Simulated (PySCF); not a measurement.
# Potential energy of NaF along the bond

Set-up: basis Na aug-pcseg-1, F aug-pcseg-1; no relativity; PySCF 2.14. Energies in eV from Na + F in their ground configurations at the same level. State: ¹Σ⁺ (singlet), closed shell.

All columns are PBE0. A positive dipole means Na(−)F(+).

| R (Å) | E (eV) | μ (D) | Mulliken charge on Na (basis-dependent) | HOMO (eV) | LUMO (eV) | Mayer bond order | ⟨S²⟩ |
| --- | --- | --- | --- | --- | --- | --- | --- |
| 1.674 | -4.126 | -7.16 | 0.95 | -7.17 | -1.22 | 0.03 | 0.00 |
| 1.751 | -4.492 | -7.46 | 0.95 | -7.09 | -1.29 | 0.02 | 0.00 |
| 1.829 | -4.689 | -7.76 | 0.95 | -6.95 | -1.35 | 0.02 | 0.00 |
| 1.888 | -4.758 | -8.00 | 0.95 | -6.85 | -1.41 | 0.03 | 0.00 |
| 1.946 | -4.777 | -8.24 | 0.95 | -6.75 | -1.46 | 0.04 | 0.00 |
| 2.004 | -4.758 | -8.48 | 0.94 | -6.66 | -1.52 | 0.05 | 0.00 |
| 2.082 | -4.691 | -8.80 | 0.94 | -6.53 | -1.59 | 0.07 | 0.00 |
| 2.179 | -4.560 | -9.21 | 0.93 | -6.38 | -1.69 | 0.10 | 0.00 |
| 2.296 | -4.365 | -9.71 | 0.92 | -6.21 | -1.81 | 0.13 | 0.00 |
| 2.452 | -4.078 | -10.39 | 0.91 | -5.99 | -1.96 | 0.17 | 0.00 |

A fit through these points gives, at Re = 1.943 Å, μ = -8.22 D and dμ/dR = -4.09 D/Å; the reduced mass is 10.4 u.

How strong is the fundamental in the double-harmonic approximation, I = 42.26·(dμ/dR)²/μred km/mol?

I = 42.26·(-4.09)²/10.4 = 68.0 km/mol at PBE0.
